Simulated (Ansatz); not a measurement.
Two shapes of singlet H₂O.

Shape 1:

```xyz
3

O    -0.0173   -0.0309   -0.1549
H    -0.0443    0.7473    0.5008
H     0.0490   -0.7606    0.4864
```

Shape 2:

```xyz
3

O     0.0235   -0.0448   -0.1166
H    -0.0393    0.7856    0.5437
H     0.0795   -0.7156    0.5058
```

Basis set: aug-cc-pVDZ (spherical functions). Left uncorrelated: 1 orbital. Charge 0, multiplicity 1.

Computed with Ansatz (development build ahead of 0.2.0); each method stands on the lowest determinant of its kind that the runs found.

Question: Which shape is lower in energy, and by how much in each method?

Answer:

| method | E(2) − E(1) (eV) |
| --- | --- |
| RHF | 0.191 |
| RHF-MP2 | 0.210 |

Shape 1 is lower.
